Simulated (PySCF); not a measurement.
**Molecular orbitals of MgP**

r²SCAN0 at R = 2.575 Å; basis Mg x2c-SVPall, P x2c-SVPall; spin-free X2C with a Gaussian nucleus; PySCF 2.14. State: ⁴Σ⁻ (quartet), unpaired electrons σ ↑, π ↑↑. Only the outer orbitals are listed, counted within each symmetry.

```
spin  orbital  occ.  ε (eV)  on Mg (%)            main shells (%)
   α       2π     1  -52.90        100                   100 Mg p
   α       2π     1  -52.90        100                   100 Mg p
   α       6σ     1  -52.84        100                   100 Mg p
   α       7σ     1  -16.53          3                     97 P s
   α       8σ     1   -7.65         35            62 P p, 34 Mg s
   α       3π     1   -7.18          6                     94 P p
   α       3π     1   -7.18          6                     94 P p
   α       9σ     1   -5.20         77   53 Mg s, 24 Mg p, 23 P p
   α       4π     0   -0.90         96                    94 Mg p
   α       4π     0   -0.90         96                    94 Mg p
   α      10σ     0    0.90        101  71 Mg p, 15 Mg s, 14 Mg d
   β       2π     1  -52.84        100                   100 Mg p
   β       2π     1  -52.84        100                   100 Mg p
   β       6σ     1  -52.74        100                   100 Mg p
   β       7σ     1  -13.32         10                     90 P s
   β       8σ     1   -6.42         44            52 P p, 40 Mg s
   β       3π     0   -2.41         27            73 P p, 22 Mg p
   β       3π     0   -2.41         27            73 P p, 22 Mg p
   β       9σ     0   -2.11         75   54 Mg s, 25 P p, 20 Mg p
```

Problem. Which are the highest filled and the lowest empty level, where do they sit, and how wide is the gap?

Solution. Highest filled α 9σ at -5.20 eV (in %: 53 Mg s, 24 Mg p, 23 P p); lowest empty β 3π at -2.41 eV (in %: 73 P p, 22 Mg p); the gap at r²SCAN0 is 2.79 eV.

```
bond order (Mayer)                              : 1.02
⟨S²⟩                                            : 3.767
charge on Mg (Mulliken, basis-dependent)        : 0.19
charge on Mg (Löwdin, basis-dependent)          : -0.09
dipole moment (positive dipole means Mg(−)P(+)) : -1.94 D
```

Shares are Mulliken populations and can fall outside 0 to 100 %.

The state was picked by a PBE0 search and need not be the measured ground state.
